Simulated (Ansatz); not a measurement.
Chalcopyrite ZnGeP2, treated with rVV10 (Ansatz, a quantum-chemistry and plane-wave program, plane waves, PAW).

Settings: plane-wave cutoff 500 eV, 8×8×8 k mesh, gaussian smearing 0.02 eV, scalar-relativistic PAW data made under PBE.

Cell (relaxed at this level):

```cif
data_Ge2P4Zn2
_chemical_formula_sum 'Zn2 Ge2 P4'
_space_group_name_H-M_alt 'P 1'
_space_group_IT_number 1
_cell_length_a 6.70317
_cell_length_b 6.70317
_cell_length_c 6.70317
_cell_angle_alpha 131.366
_cell_angle_beta 131.366
_cell_angle_gamma 71.232
loop_
_space_group_symop_operation_xyz
  'x, y, z'
loop_
_atom_site_label
_atom_site_type_symbol
_atom_site_fract_x
_atom_site_fract_y
_atom_site_fract_z
_atom_site_occupancy
Zn1 Zn 0.00000 0.00000 0.00000 1
Zn2 Zn 0.75000 0.25000 0.50000 1
Ge1 Ge 0.50000 0.50000 0.00000 1
Ge2 Ge 0.25000 0.75000 0.50000 1
P1 P 0.87500 0.87253 0.49753 1
P2 P 0.12747 0.62500 0.00247 1
P3 P 0.37500 0.37747 0.50247 1
P4 P 0.62253 0.12500 0.99753 1
```

Question: What does this level give for the band gap?

Answer: 
band gap: 0.95 eV (on the SCF k mesh)

Measured, for comparison: band gap 2.05 eV (temperature not stated, no zero-point or thermal correction, pseudodirect, our sources range from 1.80 to 2.20; as tabulated in Rashkeev et al. (1999), arXiv:cond-mat/9809378).

Spin–orbit coupling is not included.

The computed numbers hold no vibrational or temperature effects.

The result took roughly 3 core-minutes.
